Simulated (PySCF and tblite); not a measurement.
Values are calculated unless marked as measured or tabulated.
System: C₃H₅Cl₂F, numbered as in [CH3:1][C@H:2]([F:3])[CH:4]([Cl:5])[Cl:6].

Motion: rotation about the C2–C4 bond (torsion C1–C2–C4–Cl5 from -68° to -183°, falling). GFN2-xTB gives an electronic barrier of 2.0 kcal/mol and a reaction energy of 0.2 kcal/mol.

BHandHLYP/pcSseg-1 + D3(BJ) on B3LYP-D3(BJ)/def2-SVP geometries gives 5.3 kcal/mol and k(298 K) = 2.1×10⁸ s⁻¹.

(1) What does B97-D/pcSseg-1 + D3(BJ) give on B3LYP-D3(BJ)/def2-SVP geometries?

Programs: tblite and PySCF.

## Answers

(1) A barrier of 4.9 kcal/mol, 0.4 below the first DFT barrier (from unrounded values), a reaction energy of 0.8 kcal/mol and, with GFN2-xTB thermal terms, ΔG‡(298 K) = 5.7 kcal/mol and k = 4.2×10⁸ s⁻¹ (1 equivalent path).
